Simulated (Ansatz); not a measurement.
**NH4+ (singlet): relaxing a cheap start**

Where does this start of NH4+ (singlet) end when it is relaxed?

The runs use Ansatz 0.2.0, Gaussian basis; RKS PBE0/def2-TZVP.

## Step 1: Where the work starts

5 atoms, charge 1, spin multiplicity 1.

Atoms are counted from 1 here; the program's logs count them from 0.

Bond lengths: N1–H2 1.030 Å, N1–H3 1.030 Å, N1–H4 1.030 Å, N1–H5 1.030 Å. Angles: H2–N1–H3 109.5°, H2–N1–H4 109.5°, H2–N1–H5 109.5°, H3–N1–H4 109.5°, H3–N1–H5 109.5°, H4–N1–H5 109.5°.

The start was built by rule and, where that kept it together, relaxed with GFN2-xTB. Sticks and bond lists go by distance. 

## Step 2: The run

File in.yaml:

```yaml
crystal:
  periodic: [false, false, false]
  atoms:
    - {symbol: N, position_ang: [0.000000, 0.000000, 0.000000]}
    - {symbol: H, position_ang: [0.593798, 0.595769, 0.593669]}
    - {symbol: H, position_ang: [-0.596392, -0.591689, 0.595147]}
    - {symbol: H, position_ang: [-0.592430, 0.593049, -0.597745]}
    - {symbol: H, position_ang: [0.595023, -0.597129, -0.591070]}
basis:
  gaussian: {orbitals: def2-TZVP}
total_charge: 1
hamiltonian: {xc: pbe0}
relax: {f_tol: 0.004, max_steps: 80}
```

Command:

```bash
ansatz run in.yaml --threads 1 --pin off --events-out ev --progress --plain --max-ram 1740MiB
```

Before running it: what results should come out? Wanted: energy gained; shift from the start; total energy.

The runs gave:

| quantity | value |
| --- | --- |
| steps | 3 |
| energy gained | 0.003 eV |
| shift from the start (rms) | 0.005 Å |
| total energy | -1547.0733 eV |

The bonds of the start are those of the end. N1–H2 went from 1.030 to 1.024 Å. No vibrations were run, so this is a stationary point, not a proven minimum, and this spin need not be the ground state's.
